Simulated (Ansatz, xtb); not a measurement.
**Relaxing a trial structure of CH5Si2−**

The starting geometry of this gas-phase singlet was built from a drawn formula by distance geometry and a force field; its bonds are those of `[SiH]C[SiH2-]`.

```
atom    x (Å)    y (Å)    z (Å)
   C   0.3637  -0.5644  -1.0017
  Si  -1.0114   0.6486  -1.1959
  Si   1.5805   0.1572   0.2666
   H  -1.8155   0.6830   0.0514
   H   0.0127  -1.5535  -0.6776
   H   0.8913  -0.7403  -1.9560
   H   2.6016  -0.8235   0.5514
   H   2.1551   1.3661  -0.2807
```

Q: Where would you expect an optimisation with r2SCAN-D4/def2-SVPD to take it?

A: It rearranges to `C1[SiH-][SiH2]1`. Contacts that close: Si2–Si3 (3.02 → 2.33 Å).

The energy falls by 1.92 eV over 13 steps:

```csv
step,E − E(last) (eV)
1,1.923
2,1.247
4,0.516
5,0.289
6,0.154
8,0.025
9,0.007
10,0.005
12,0.000
13,0.000
```

Final geometry (Å):

```yaml
atoms:
  - { symbol: C, position_ang: [0.3980, -0.6516, -1.2687] }
  - { symbol: Si, position_ang: [-0.8199, 0.8749, -0.7970] }
  - { symbol: Si, position_ang: [1.3358, 0.4256, -0.0237] }
  - { symbol: H, position_ang: [-1.3770, 0.1734, 0.4651] }
  - { symbol: H, position_ang: [0.1291, -1.6738, -0.9657] }
  - { symbol: H, position_ang: [0.7640, -0.6330, -2.3056] }
  - { symbol: H, position_ang: [1.7207, -0.3344, 1.2227] }
  - { symbol: H, position_ang: [2.6274, 0.9920, -0.5696] }
```

From the same start GFN2-xTB reaches the same bonding as this run.

No frequencies were run, so the end isn't proven a minimum. Run with Ansatz 0.2.0, 21 s on 2 threads of Arm Neoverse V2, on a shared host.
